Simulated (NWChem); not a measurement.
**Correlation energy of ammonia (H$_{3}$N)**

SMILES: N
```xyz
4

N      0.0016     0.1283     0.0000
H     -0.4728    -0.2934     0.8124
H     -0.4728    -0.2934    -0.8124
H      0.9343    -0.3110     0.0000
```
Charge 0, spin multiplicity 1.

Program: NWChem. The geometry was optimised at PBE/def2-SVP, a minimum by its harmonic frequencies.

Basis set: cc-pVDZ. Each correlation energy counts from its own Hartree-Fock reference.

The correlated methods keep 1 core orbital frozen. Coupled-cluster values serve here as a point of comparison, not as the truth.

| method | correlation energy (mHa) |
|---|---|
| CCSD | [?] |
| RI-MP2 | -188.0 |
| MP2 | -188.0 |
| CCSDT | [?] |
| CR-CCSD[T] | -207.9 |
| CCSD(T) | -208.4 |
| SCS-MP2 | [?] |
| CCSD+T(CCSD) | -208.5 |
| CR-CCSD(T) | -207.9 |

Task: Complete the blanks.

Result: 
- CCSD, correlation energy (mHa): -204.4
- CCSDT, correlation energy (mHa): -208.7
- SCS-MP2, correlation energy (mHa): -188.6
